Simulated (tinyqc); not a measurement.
Inside a calculation. Method: extended Hueckel theory, for CH4-. The parameters take no account of the charge, which enters only through the electron count, and nothing here shows that the anion is bound. Computed by tinyqc, a small Python program that keeps every step (integrals from PySCF). Settings: charge = -1, K = 1.75, multiplicity = 2. Command: `OMP_NUM_THREADS=1 python tinyqc.py 31600 31601 out.jsonl` (the two numbers bound the seeds that draw the settings). One thread of a shared host (Intel(R) Xeon(R) Processor @ 2.60GHz), about 0.01 s of CPU time with the checks.

## Overlaps

Geometry (angstrom):
```
atom          x          y          z
C      0.000000   0.000000   0.000000
H      0.625000   0.625000   0.625000
H      0.625000  -0.625000  -0.625000
H     -0.625000   0.625000  -0.625000
H     -0.625000  -0.625000   0.625000
```

Parameters chosen for this run:
```
element  shell  Slater exponent   H_ii (eV)
H           1s         1.300000  -13.600000
C           2s         1.625000  -21.400000
C           2p         1.625000  -11.400000
```

Slater orbitals, each expanded in six Gaussians scaled to its exponent.

overlap S, order 1C 2s, 1C 2px, 1C 2py, 1C 2pz, 2H 1s, 3H 1s, 4H 1s, 5H 1s:
```
[[1.000000, 0.000000, 0.000000, 0.000000, 0.496535, 0.496535, 0.496535, 0.496535],
 [0.000000, 1.000000, 0.000000, 0.000000, 0.285201, 0.285201, -0.285201, -0.285201],
 [0.000000, 0.000000, 1.000000, 0.000000, 0.285201, -0.285201, 0.285201, -0.285201],
 [0.000000, 0.000000, 0.000000, 1.000000, 0.285201, -0.285201, -0.285201, 0.285201],
 [0.496535, 0.285201, 0.285201, 0.285201, 1.000000, 0.151183, 0.151183, 0.151183],
 [0.496535, 0.285201, -0.285201, -0.285201, 0.151183, 1.000000, 0.151183, 0.151183],
 [0.496535, -0.285201, 0.285201, -0.285201, 0.151183, 0.151183, 1.000000, 0.151183],
 [0.496535, -0.285201, -0.285201, 0.285201, 0.151183, 0.151183, 0.151183, 1.000000]]
```

## Wolfsberg-Helmholz matrix

diagonal H_ii (eV): [-21.400000, -11.400000, -11.400000, -11.400000, -13.600000, -13.600000, -13.600000, -13.600000]

K = 1.750000

H_ij = K' S_ij (H_ii + H_jj)/2 for i != j (the diagonal keeps H_ii), with K' = 1.75.

H (eV), order 1C 2s, 1C 2px, 1C 2py, 1C 2pz, 2H 1s, 3H 1s, 4H 1s, 5H 1s:
```
[[-21.400000, 0.000000, 0.000000, 0.000000, -15.206393, -15.206393, -15.206393, -15.206393],
 [0.000000, -11.400000, 0.000000, 0.000000, -6.238776, -6.238776, 6.238776, 6.238776],
 [0.000000, 0.000000, -11.400000, 0.000000, -6.238776, 6.238776, -6.238776, 6.238776],
 [0.000000, 0.000000, 0.000000, -11.400000, -6.238776, 6.238776, 6.238776, -6.238776],
 [-15.206393, -6.238776, -6.238776, -6.238776, -13.600000, -3.598167, -3.598167, -3.598167],
 [-15.206393, -6.238776, 6.238776, 6.238776, -3.598167, -13.600000, -3.598167, -3.598167],
 [-15.206393, 6.238776, -6.238776, 6.238776, -3.598167, -3.598167, -13.600000, -3.598167],
 [-15.206393, 6.238776, 6.238776, -6.238776, -3.598167, -3.598167, -3.598167, -13.600000]]
```

## Orbitals

valence electrons = 9

Solve H C = S C e through S^(-1/2); fill by pairs from the bottom, a degenerate level sharing its electrons equally; each orbital has its largest coefficient positive (the first on a tie).

orbital energies (eV): [-24.579855, -15.526675, -15.526675, -15.526675, 5.126804, 5.126804, 5.126804, 35.071952]

occupations: [2.000000, 2.000000, 2.000000, 2.000000, 0.333333, 0.333333, 0.333333, 0.000000]

coefficients, order 1C 2s, 1C 2px, 1C 2py, 1C 2pz, 2H 1s, 3H 1s, 4H 1s, 5H 1s:
```
[[0.637595, 0.000000, 0.000000, 0.000000, 0.000000, 0.000000, 0.000000, 1.644261],
 [0.000000, 0.359692, 0.146778, -0.378130, 0.976071, 0.259321, 0.554700, 0.000000],
 [0.000000, -0.403217, 0.074483, -0.354644, 0.085556, 0.975809, -0.606737, 0.000000],
 [0.000000, -0.044067, 0.516539, 0.158586, -0.606316, 0.555160, 0.807361, 0.000000],
 [0.168863, -0.049911, 0.420406, -0.327178, -0.244283, -0.960524, -0.405245, -0.711620],
 [0.168863, 0.459823, -0.253134, -0.103746, -0.803077, 0.682263, -0.189968, -0.711620],
 [0.168863, -0.409603, -0.335524, -0.076982, 0.152478, -0.086555, 1.056296, -0.711620],
 [0.168863, -0.000309, 0.168252, 0.507906, 0.894882, 0.364817, -0.461083, -0.711620]]
```

sum of one-electron energies = -137.192954 eV

Within a degenerate level the vectors are fixed only up to a rotation; this is one choice.

## Mulliken analysis

P = C n C^T; charge = valence electrons (H 1, C 4) minus the sum of (P S)_ii on the atom; overlap population = 2 sum P_ij S_ij between two atoms.

charges: [-0.665508, -0.083623, -0.083623, -0.083623, -0.083623]

Overlap populations:
```
pair      value
2-1    0.380687
3-1    0.380687
3-2   -0.078982
4-1    0.380687
4-2   -0.078982
4-3   -0.078982
5-1    0.380687
5-2   -0.078982
5-3   -0.078982
5-4   -0.078982
```
